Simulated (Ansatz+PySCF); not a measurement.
## singlet N₂: levels of theory in one basis

```yaml
atoms:
  - { symbol: N, position_ang: [0.0000, 0.0000, -1.0978] }
  - { symbol: N, position_ang: [0.0000, 0.0000, 1.0978] }
```

Basis set: STO-3G (spherical functions). Correlated methods keep 2 orbitals frozen. Charge 0, multiplicity 1.

Computed with Ansatz (development build ahead of 0.2.0); each method stands on the lowest determinant of its kind that the runs found.

```csv
method,E − E(RHF) (eV),<S²> of the determinant
RHF,0.00,0.00
UHF,-11.61,2.91
RHF-MP2,-2.84,–
UHF-MP2,-11.64,2.91
UHF-CCSD(T),-11.83,2.91
```

Task: What does full CI (lowest root of this spin) give on the same scale?

Result: -11.89 eV.

At such a shape the full CI root can have another spatial symmetry than the determinants, so the rows needn't describe one state.

Task: Is a single determinant a sound starting point here?

Result: It is doubtful. Unrestricted orbitals lower Hartree–Fock by 11.61 eV and <S²> is 2.91 where a pure state has 0.00, a sign of strong static correlation.

Caution for RHF, RHF-MP2: an unrestricted determinant lies well below. Caution for RHF, UHF, RHF-MP2, UHF-MP2, UHF-CCSD(T): the determinant may break the point group. Caution for UHF, UHF-MP2, UHF-CCSD(T): the unrestricted determinant is a mixture of spin states. Caution for RHF-MP2: bonds are stretched, where a single reference can fail. Caution for RHF-MP2, UHF-MP2: another reference gives a lower total. Caution for UHF-MP2, UHF-CCSD(T): large amplitudes, a single reference is doubtful.
